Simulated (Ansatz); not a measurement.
Reaction: C2H6N (SMILES [CH2]CN, doublet) → C2H6N (SMILES [CH2]NC, doublet)
Each species at its own B3LYP-D3(BJ)/def2-TZVP minimum (Ansatz, a first-principles code), one conformer.

Quantity: isomerisation energy (electronic), in kJ/mol. UHF or UKS for unpaired electrons; spin-orbit terms are left out. CBS(X,Y): correlation extrapolated as X^-3, Hartree-Fock from the larger set. A bracket is a step between two methods taken in the basis named. The functionals are non-relativistic, so their misses hold any scalar relativity. Double hybrids freeze cores in their MP2 part. 'core' is core correlation in cc-pwCVTZ, 'X2C' scalar relativity in cc-pVTZ-DK, both at CCSD(T).

CCSD(T)/CBS(cc-pVTZ,cc-pVQZ) + [CCSDT(Q) - CCSD(T)]/cc-pVDZ + core + X2C (Ansatz) gives -6.2 kJ/mol.

**Question.** What does PBE/def2-TZVPD (Ansatz) give here, and how do the other levels compare?

**Answer.** PBE gives -13.6 kJ/mol, 7.4 kJ/mol below it. Differences of the others: r2SCAN/def2-TZVPD (Ansatz) -0.7; PBE0/def2-TZVPD (Ansatz) -5.2; wB97M-V/def2-TZVPD (Ansatz) -5.8; B2PLYP/def2-TZVPD (Ansatz) -5.8; CCSD(T)/CBS(cc-pVTZ,cc-pVQZ) + core + X2C (Ansatz) -0.2 kJ/mol. Nearer than PBE: r2SCAN/def2-TZVPD, PBE0/def2-TZVPD, wB97M-V/def2-TZVPD, B2PLYP/def2-TZVPD, CCSD(T)/CBS(cc-pVTZ,cc-pVQZ) + core + X2C.
